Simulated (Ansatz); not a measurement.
```yaml
crystal:
  periodic: [false, false, false]
  atoms:
    - {symbol: Li, position_ang: [0.256100, -1.652243, -0.386269]}
    - {symbol: Li, position_ang: [-0.255576, 1.652359, 0.386277]}
    - {symbol: H, position_ang: [-0.000524, -0.000116, -0.000008]}
basis:
  gaussian: {orbitals: def2-TZVP, fitting: {mean_field: def2-universal-jkfit}, point_charges: [{charge: 0.50, position_ang: [3.440, -0.916, 0.503]}]}
magnetization: {spin_polarized: true, initial_magnetization: 1}
hamiltonian: {xc: {name: HF}, dispersion: d4}
scf: {omitted_lower_state_checks: [starts]}
output: {forces: true}
```

```sh
$ ansatz run in.yaml --threads 4 --pin off --events-out ev --progress --plain --max-ram 3916MiB
```

Output, abridged:

```
Functional definition: HF
120 factors; integrals over basis functions are off by at most 2.9e0 eV
mean field evaluation 1: about -420.1265 eV, gradient 5.0e0 eV
mean field evaluation 2: about -420.4872 eV, gradient 1.5e0 eV
mean field evaluation 4: about -420.6413 eV, gradient 3.9e-1 eV
mean field -420.65869602 eV, -15.4589219460 hartree, gradient 1.3e-5 eV, S^2 0.750300; 0 other end points of the search recorded, 0 dependent functions left out
reference -420.65869602 eV, -15.4589219460 hartree; 4, 3 occupied and 30, 31 virtual orbitals, 120 factors
Total energy: -420.81827910 eV, -15.4647865162 hartree
Atom 0 at     0.256100    -1.652243    -0.386269 Å, force     0.667350     0.098563     0.171490 eV/Å
Atom 1 at    -0.255576     1.652359     0.386277 Å, force     0.007374    -0.550016    -0.145406 eV/Å
Atom 2 at    -0.000524    -0.000116    -0.000008 Å, force    -0.303349     0.717633     0.125876 eV/Å
Dipole moment:    -1.270664     1.993915     0.256934 e Å
Checks for a lower state left out: starts
```
